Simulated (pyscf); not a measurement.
H₃C–AlH₂ (SMILES [CH3][AlH2]) + H• (SMILES [H]) -> •H₂C–AlH₂ (SMILES [CH2][AlH2]) + H₂ (SMILES [H][H]), a hydrogen abstraction (doublet surface; C–H broken, H–H formed). PySCF, gas phase, ωB97X-D3(BJ)/def2-SVP geometries. Energies in kJ/mol from the separated reactants.

Small-basis levels: PySCF, no dispersion term, spherical d functions. Open shells are spin-unrestricted. 

In single points MP2/6-31G* puts the saddle at 84.3 kJ/mol and the reaction energy at +10.2 kJ/mol. Should these be trusted to within a few kcal/mol? Compare with ωB97M-D3(BJ)/def2-TZVP.

ωB97M-D3(BJ)/def2-TZVP gives ΔE‡ = 38.9 kJ/mol and ΔE = -16.7 kJ/mol. MP2/6-31G* lies 45.4 kJ/mol over it in the barrier and 26.9 kJ/mol over it in the reaction energy, so on this step it does not hold to within 12.6 kJ/mol. ωB97M-D3(BJ)/def2-TZVP has limits of its own. •H₂C–AlH₂ lies 60.3 kJ/mol over its isomer [H₃C–AlH]• (electronic energy, ωB97M-D3(BJ)/def2-TZVP). One saddle was located; it need not be the lowest between these sides. The angle at the transferred H is 171°.
